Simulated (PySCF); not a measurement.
Which level of theory gave which numbers?

Species: dimethylformamide, C₃H₇NO.
SMILES: `C(=O)N(C)C`

The closed-shell ground state was solved 7 times with PySCF (density fitting, gas phase), always with PBE0, in these basis sets: 6-31+G*, 6-31G*, IGLO-III, STO-3G, aug-cc-pVDZ, def2-TZVP and pcSseg-1. Isolated species at its PBE0-D3(BJ)/def2-SVP geometry, gas phase.

| row | total energy (Eh) | HOMO (eV) | LUMO (eV) | dipole (D) |
| --- | --- | --- | --- | --- |
| P | -248.2290 | -7.14 | 0.22 | 4.10 |
| Q | -248.2565 | -7.13 | -0.25 | 3.99 |
| R | -248.1994 | -7.08 | 0.79 | 4.01 |
| S | -248.3254 | -7.14 | 0.46 | 3.99 |
| T | -245.0471 | -3.98 | 4.25 | 2.71 |
| U | -248.3199 | -7.13 | 0.62 | 3.93 |
| V | -248.2190 | -6.86 | 1.16 | 3.76 |

Task: Which basis belongs to which row?

Result: P = 6-31+G*, Q = aug-cc-pVDZ, R = pcSseg-1, S = IGLO-III, T = STO-3G, U = def2-TZVP, V = 6-31G*. From the lowest total energy up: IGLO-III (245 functions) 0 eV; def2-TZVP (197 functions) +0.15 eV; aug-cc-pVDZ (178 functions) +1.88 eV; 6-31+G* (104 functions) +2.62 eV; 6-31G* (84 functions) +2.89 eV; pcSseg-1 (120 functions) +3.43 eV; STO-3G (32 functions) +89.21 eV.

The values belong to the conformer `[CH3:1][N:2]([CH3:3])[CH:4]=[O:5]`: C1–N2–C4–O5 180°.
